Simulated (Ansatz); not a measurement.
Two shapes of singlet C4H6.

Shape 1:

```xyz
10

C     0.0000    0.0000    0.0000
C     0.0000    0.0000    1.4600
C     0.0000    0.0000    2.6700
C     0.0000    0.0000    4.1300
H     0.0000   -1.0275   -0.3639
H    -0.8898    0.5137   -0.3639
H     0.8898    0.5137   -0.3639
H     0.0000   -1.0275    4.4939
H     0.8898    0.5137    4.4939
H    -0.8898    0.5137    4.4939
```

Shape 2:

```xyz
10

C     0.0048   -0.0295    0.0401
C    -0.0302    0.0060    1.4206
C    -0.0466   -0.0060    2.6529
C    -0.0494    0.0074    4.1288
H     0.0412   -1.0488   -0.3826
H    -0.9234    0.4774   -0.3567
H     0.9277    0.5175   -0.3962
H    -0.0498   -1.0241    4.4911
H     0.8942    0.5215    4.4447
H    -0.8583    0.5256    4.5308
```

Basis set: cc-pVDZ (spherical functions). Correlated methods keep 4 orbitals frozen. Charge 0, multiplicity 1.

Computed with Ansatz (development build ahead of 0.2.0); each method stands on the lowest determinant of its kind that the runs found.

(1) Which shape is lower in energy, and by how much in each method?

## Answers

(1)

```csv
method,E(2) − E(1) (eV)
RHF,0.404
RHF-MP2,0.261
```

Shape 1 is lower.
